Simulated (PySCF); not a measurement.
Stretching SH

Set-up: basis H x2c-TZVPPall, S x2c-TZVPPall; spin-free X2C with a Gaussian nucleus; PySCF 2.14. Energies in eV from H + S in their ground configurations at the same level. State: ²Π (doublet), unpaired electrons π ↑.

```csv
R (Å),TPSS,r²SCAN0
1.158,-3.204,-3.159
1.211,-3.554,-3.498
1.265,-3.758,-3.690
1.306,-3.836,-3.757
1.346,-3.862,-3.771
1.386,-3.846,-3.743
1.440,-3.775,-3.654
1.508,-3.623,-3.479
1.588,-3.381,-3.205
1.696,-2.997,-2.779
```

Problem. Put a parabola through the three lowest points of the TPSS curve and estimate Re, k and ωe (reduced mass 0.977 u; 1 eV/Å² = 0.16022 mdyn/Å; ωe = 1302.8·√(k/μ) cm⁻¹).

Solution. Through R = 1.306, 1.346, 1.386 Å the second-order coefficient is 13.1 eV/Å², so Re ≈ 1.351 Å, k ≈ 4.21 mdyn/Å and ωe ≈ 2703 cm⁻¹. A polynomial fit of higher order to the unrounded TPSS energies gives Re = 1.350 Å, k = 4.00 mdyn/Å, ωe = 2637 cm⁻¹; anharmonicity and rounding make the difference.

The higher-order fit for each curve: TPSS: Re = 1.350 Å, ωe = 2637 cm⁻¹, De = 3.86 eV; r²SCAN0: Re = 1.338 Å, ωe = 2744 cm⁻¹, De = 3.77 eV.

The state is the lowest determinant that a PBE0 search found; another state may lie lower at other levels.
